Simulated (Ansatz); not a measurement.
# BH2SF (SMILES FBS): revPBE/def2-SVPD

What is the vertical ionisation energy of BH2SF at revPBE/def2-SVPD? 

The calculation is run with Ansatz 0.2.0.

59 further runs of the same task are left out: 59 set aside as unsound or not needed.

**1. The molecule**

BH2SF has 5 atoms, charge 0, and is taken as a singlet. SMILES: `FBS`. The coordinates come from a PBE0-D4/def2-TZVP relaxation. This is one conformer, not always the lowest.

Bond lengths: F1–B2 1.322 Å, B2–S3 1.794 Å, B2–H4 1.194 Å, S3–H5 1.342 Å. Angles: F1–B2–S3 117.9°, F1–B2–H4 119.5°, S3–B2–H4 122.6°, B2–S3–H5 94.9°.

**2. A single-point energy at revPBE/def2-SVPD**

File run.yaml:

```yaml
crystal:
  periodic: [false, false, false]
  atoms:
    - symbol: F
      position_ang: [-1.119100, -0.905900, -1.069200]
    - symbol: B
      position_ang: [-0.412800, -0.339100, -0.106100]
    - symbol: S
      position_ang: [0.972400, 0.698600, -0.579400]
    - symbol: H
      position_ang: [-0.712000, -0.530900, 1.033700]
    - symbol: H
      position_ang: [1.321400, 1.003700, 0.679600]
basis:
  gaussian:
    orbitals: def2-SVPD
hamiltonian:
  xc: {name: revPBE}
accuracy: high
output: {orbitals: {seedname: orbitals}}
```

Command:

```sh
$ ansatz run run.yaml --threads 1 --pin off --max-ram 2610MiB --events-out events.jsonl --progress --plain --runs-dir runs
```

Standard output:

```text
Warning: RAYON_NUM_THREADS=1 ignored (pool sized by the plan → 1); use --threads N
Functional definition: revPBE
  name "revPBE"
  parameter kappa = 1.245
  parameter beta = 0.06672455060314922
  exchange = pbe_x(kappa = kappa, mu = beta*pi^2/3)
  correlation = pbe_c(beta = beta)
1673 factors; integrals over basis functions are off by at most 3.4e-9 eV
mean field evaluation 1: about -14252.5857 eV, gradient 2.9e1 eV
mean field evaluation 2: about -14249.4199 eV, gradient 5.4e1 eV
mean field evaluation 4: about -14254.4281 eV, gradient 1.6e0 eV
mean field evaluation 8: about -14254.4345 eV, gradient 5.5e-2 eV
mean field evaluation 16: about -14254.4345 eV, gradient 5.3e-7 eV
mean field -14254.43450455 eV, -523.8408060395 hartree, gradient 4.5e-8 eV, S^2 0.000000; 0 other end points of the search recorded, 0 dependent functions left out
reference -14254.43450946 eV, -523.8408062198 hartree; 16, 16 occupied and 70, 70 virtual orbitals, 1673 factors
Total energy: -14254.43450946 eV, -523.8408062198 hartree
```

Run time: 4.2 s. Hardware: 1 thread of Arm Neoverse V1, shared host; peak memory 0.18 GiB.

**3. The doublet cation at the same level**

File run.yaml:

```yaml
crystal:
  periodic: [false, false, false]
  atoms:
    - {symbol: F, position_ang: [-1.119100, -0.905900, -1.069200]}
    - {symbol: B, position_ang: [-0.412800, -0.339100, -0.106100]}
    - {symbol: S, position_ang: [0.972400, 0.698600, -0.579400]}
    - {symbol: H, position_ang: [-0.712000, -0.530900, 1.033700]}
    - {symbol: H, position_ang: [1.321400, 1.003700, 0.679600]}
basis:
  gaussian:
    orbitals: def2-SVPD
total_charge: 1
magnetization:
  spin_polarized: true
  initial_magnetization: 1
hamiltonian:
  xc: {name: revPBE}
accuracy: high
output:
  orbitals: {seedname: orbitals}
```

Command:

```sh
$ ansatz run run.yaml --threads 1 --pin off --max-ram 2610MiB --events-out events.jsonl --progress --plain --runs-dir runs
```

Standard output, shortened:

```text
Warning: RAYON_NUM_THREADS=1 ignored (pool sized by the plan → 1); use --threads N
[... 6 set-up lines as earlier in the session ...]
1673 factors; integrals over basis functions are off by at most 3.4e-9 eV
mean field evaluation 1: about -14233.8255 eV, gradient 5.1e1 eV
mean field evaluation 2: about -14066.6364 eV, gradient 1.8e2 eV
mean field evaluation 4: about -14239.5072 eV, gradient 2.5e1 eV
mean field evaluation 8: about -14243.5569 eV, gradient 1.6e-1 eV
mean field evaluation 16: about -14243.5560 eV, gradient 1.0e-3 eV
mean field evaluation 32: about -14243.5560 eV, gradient 4.2e-7 eV
mean field -14243.55599281 eV, -523.4410281068 hartree, gradient 8.8e-8 eV, S^2 0.753572; 3 other end points of the search recorded, 0 dependent functions left out
reference -14243.55599873 eV, -523.4410283245 hartree; 16, 15 occupied and 70, 71 virtual orbitals, 1673 factors
Total energy: -14243.55599873 eV, -523.4410283245 hartree
```

Run time: 16 s. Hardware: 1 thread of Arm Neoverse V1, shared host; peak memory 0.22 GiB.

**4. Outcome**

At revPBE/def2-SVPD:

| quantity | value |
| --- | --- |
| singlet BH2SF: total energy | -523.84081 Eh |
| singlet BH2SF: HOMO energy | -7.20 eV |
| singlet BH2SF: LUMO energy | -1.69 eV |
| singlet BH2SF: HOMO–LUMO gap | 5.50 eV |
| doublet cation: total energy | -523.44103 Eh |
| doublet cation: HOMO energy (highest over α and β) | -14.67 eV |
| doublet cation: LUMO energy (lowest over α and β) | -14.49 eV |
| doublet cation: ⟨S²⟩ | 0.754 |
| vertical ionisation energy (to the doublet cation) | 10.879 eV |

What this shows: The vertical ionisation energy comes to 10.88 eV (251 kcal/mol). The negative HOMO energy of the first species, 7.20 eV, lies 3.68 eV below that difference.
